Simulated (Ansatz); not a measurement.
A calculation on rhombohedral A7 Sb returned lattice constant a 4.322 Å, lattice parameter c 11.041 Å, equilibrium volume per atom 29.77 Å³/atom.

For reference: lattice constant a 4.301 Å (measured, 78 K, zero-point motion not removed; as tabulated in Schiferl, Barrett, J. Appl. Cryst. 2, 30 (1969), COD 9009654); lattice parameter c 11.232 Å (measured, 78 K, zero-point motion not removed; as tabulated in Schiferl, Barrett, J. Appl. Cryst. 2, 30 (1969), COD 9009654); equilibrium volume per atom 29.68 Å³/atom (measured, copied from a table, unchecked, extrapolated to 0 K and zero-point effects removed; as tabulated in Lejaeghere et al. (2013), arXiv:1204.2733).

### Question
Which level of theory produced these numbers?
A. HSE06 (Ansatz, a first-principles code)
B. r²SCAN+rVV10 (Ansatz)
C. PBE (Ansatz)
D. PBE-D4 (Ansatz)

### Answer
D, PBE-D4 (Ansatz)

The others give: HSE06 4.314 Å, 11.596 Å, 31.14 Å³/atom; PBE 4.374 Å, 11.533 Å, 31.86 Å³/atom; r²SCAN+rVV10 4.329 Å, 11.341 Å, 30.67 Å³/atom.

Unless a cell is named, each level is at its own relaxed cell (HSE06 31.15, PBE 31.85, PBE-D4 29.77, r²SCAN+rVV10 30.67 Å³/atom).

Caveats: exact exchange on metals is sensitive to the k mesh and can open a false gap (HSE06); for a layered or molecular solid the relaxed cell lies over 5 % above the published volume, where the minimum can be shallow (PBE); the cell comes from a level without a dispersion term, which matters for the spacing of layers, chains or molecules (HSE06, PBE); the run warned that the count of filled bands differs between k points (HSE06). Ansatz's density-functional and Hartree–Fock values are scalar-relativistic unless marked +SOC, with PAW data made under PBE.
